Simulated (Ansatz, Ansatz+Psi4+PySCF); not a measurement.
```xyz
6

C     0.0000   -0.3788   -0.0481
O     0.0000   -0.3593    1.0615
N     0.0000    0.6255   -0.7860
H     0.0000   -1.2539   -0.5904
H     0.0000    0.5492   -1.7118
H     0.0000    1.4732   -0.3992
```

Basis set: cc-pVTZ (spherical functions). Left uncorrelated: 3 orbitals. Charge 0, multiplicity 1.

Computed with Ansatz (development build ahead of 0.2.0); each method stands on the lowest determinant of its kind that the runs found. Restricted open shells among the atoms or ions are ROHF, correlated in semicanonical orbitals with singles.

(1) Give the atomization energy at this shape (free ground-state atoms in the same class of orbitals less the molecule, no zero-point energy) of singlet CH3NO by RHF-MP2, RHF.

## Answers

(1)

| method | atomization energy |
| --- | --- |
| RHF-MP2 | 22.95 eV |
| RHF | 15.66 eV |

Caution: no unrestricted run beside it, a lower state can exist; the shape is not the minimum.
